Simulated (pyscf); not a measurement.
Thermochemistry of product channels of H₂B–CH₃ on the singlet surface, in eV, from ωB97M-D3(BJ)/def2-TZVP energies (ideal gas, 1 atm, RRHO with modes under 100 cm⁻¹ raised to 100, one conformer, R ln 2 for rigid chiral ones). Single points on ωB97X-D3(BJ)/def2-SVP structures (PySCF, gas phase).

```json
[
 {"products": "CH₄ + BH [singlet]", "ΔE": "…", "ΔH(298 K)": "+3.63", "ΔG(900 K)": "+2.59", "ΔG(1200 K)": "+2.26"},
 {"products": "B–CH₃ [singlet] + H₂", "ΔE": "…", "ΔH(298 K)": "+3.18", "ΔG(900 K)": "+2.14", "ΔG(1200 K)": "+1.77"}
]
```

Problem. Some entries are withheld; supply them.

Solution. 
- CH₄ + BH [singlet], ΔE: +3.72
- B–CH₃ [singlet] + H₂, ΔE: +3.40

These are energies of the channels, which say nothing of barriers.
